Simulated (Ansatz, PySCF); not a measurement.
ethylene cation (C₂H₄), SMILES C=C (connectivity only; charge and spin as stated), charge +1, multiplicity 2. Atoms are numbered in the order given.

```xyz
6

C      0.0000    -0.6938     0.0000
C      0.0000     0.6938     0.0000
H     -0.9036    -1.2571    -0.2310
H      0.9036    -1.2571     0.2310
H      0.9036     1.2571    -0.2310
H     -0.9036     1.2571     0.2310
```
Charge +1, spin multiplicity 2.

The structure is a stationary point at B3LYP-D3(BJ)/def2-TZVP. The spin state was assumed, not searched.

Two levels are set side by side: PBE-D3(BJ)/def2-TZVP (Ansatz, a first-principles code) and B3LYP-D3(BJ)/def2-TZVP (Ansatz). Each level has its own optimised geometry; the coordinates shown are those of the second. Frequencies come from the Hessian of PySCF at each geometry. Differences are taken from unrounded values.

```json
[
 {"quantity": "mean bond length (Å)", "B3LYP-D3(BJ)": "1.149", "PBE-D3(BJ)": "1.157", "PBE-D3(BJ) minus B3LYP-D3(BJ)": "0.008"},
 {"quantity": "bond C1–C2 (Å)", "B3LYP-D3(BJ)": "1.388", "PBE-D3(BJ)": "1.382", "PBE-D3(BJ) minus B3LYP-D3(BJ)": "-0.005"},
 {"quantity": "bond C1–H3 (Å)", "B3LYP-D3(BJ)": "1.090", "PBE-D3(BJ)": "1.101", "PBE-D3(BJ) minus B3LYP-D3(BJ)": "0.011"},
 {"quantity": "bond C1–H4 (Å)", "B3LYP-D3(BJ)": "1.090", "PBE-D3(BJ)": "1.101", "PBE-D3(BJ) minus B3LYP-D3(BJ)": "0.011"},
 {"quantity": "bond C2–H5 (Å)", "B3LYP-D3(BJ)": "1.090", "PBE-D3(BJ)": "1.101", "PBE-D3(BJ) minus B3LYP-D3(BJ)": "0.011"},
 {"quantity": "bond C2–H6 (Å)", "B3LYP-D3(BJ)": "1.090", "PBE-D3(BJ)": "1.101", "PBE-D3(BJ) minus B3LYP-D3(BJ)": "0.011"},
 {"quantity": "highest harmonic wavenumber (cm⁻¹)", "B3LYP-D3(BJ)": "3201", "PBE-D3(BJ)": "3102", "PBE-D3(BJ) minus B3LYP-D3(BJ)": "-99"},
 {"quantity": "mean harmonic wavenumber (cm⁻¹)", "B3LYP-D3(BJ)": "1778", "PBE-D3(BJ)": "1718", "PBE-D3(BJ) minus B3LYP-D3(BJ)": "-60"},
 {"quantity": "zero-point energy (kcal/mol)", "B3LYP-D3(BJ)": "30.51", "PBE-D3(BJ)": "29.48", "PBE-D3(BJ) minus B3LYP-D3(BJ)": "-1.03"}
]
```

GGA bonds tend to be longer and softer than those of functionals with exact exchange. Differences between two approximate levels are no errors against the true value.
